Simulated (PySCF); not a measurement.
OSi, charge +1, multiplicity 2. Atoms are numbered in the order given.

```xyz
2

Si     0.0000     0.0000    -0.5537
O      0.0000     0.0000     0.9690
```
Charge +1, spin multiplicity 2.

Geometry: B3LYP-D3(BJ)/def2-TZVPD. The spin state was assumed, not searched.

Method: B3LYP-D3(BJ)/def2-TZVPD in PySCF.

Frequencies are harmonic and unscaled.

Computed harmonic wavenumbers and intensities:
```csv
mode,ν (cm⁻¹),IR (km/mol),moving atoms (share of kinetic energy)
1,1142,2.2,"O 64 %, Si 36 %"
```
